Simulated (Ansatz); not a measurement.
# B₂+ (doublet): from Hartree-Fock to the top rungs, def2-TZVPP

One table from this session's results is given with a row withheld; the runs are named, their logs left out.

Computed with Ansatz 0.2.0, Gaussian basis. Level: def2-TZVPP, core rule «outside noble gas», up to 2 orbitals frozen.

To be run: UHF; ROHF; CCSD(T) on UHF.

## What is computed

The geometry is a PBE0/def2-TZVP stationary point (not a proven minimum) of the parent state, kept for this charge and spin.

2 atoms, charge 1, spin multiplicity 2.

Atoms are counted from 1 here; the program's logs count them from 0.

Bond lengths: B1–B2 1.628 Å.

Set-up of the first run:

The input, in.yaml:

```yaml
crystal:
  periodic: [false, false, false]
  atoms:
    - {symbol: B, position_ang: [0.000000, 0.000000, 0.000000]}
    - {symbol: B, position_ang: [0.000000, 0.000000, 1.628200]}
basis:
  gaussian: {orbitals: def2-TZVPP}
total_charge: 1
magnetization: {spin_polarized: true, initial_magnetization: 1}
hamiltonian: {xc: hf}
output: {orbitals: {seedname: orbitals}}
```

The run is started by

```console
$ ansatz run in.yaml --threads 1 --pin off --events-out ev --progress --plain --max-ram 4096MiB --backend cpu
```

Steps of the session up to this table: UHF; ROHF; CCSD(T) on UHF.

One of the session's tables, all rows but one given; the rest of the session is left out.

It belongs to the step «Misses and costs». 

```
  method  from UCCSD(T) (kJ/mol)
    ROHF                  +440.9
     UHF                       ?
    UMP2                   +99.0
   UCCSD                   +17.4
UCCSD(T)                       0
```

Estimate the missing values for UHF.

As computed: from UCCSD(T) (kJ/mol): +276.8. In the column «from UCCSD(T) (kJ/mol)» it lies between UMP2 (+99.0) and ROHF (+440.9).

The program flags UCCSD(T) as in doubt (see the logs), so the zero of the table is itself unsure.

Limits of these values: The determinant is far from a pure spin state, so its energy mixes those of several spin states (harmless only where they are near-degenerate, as at dissociation). The program flags UCCSD(T) as in doubt, so the zero of the table is itself unsure.
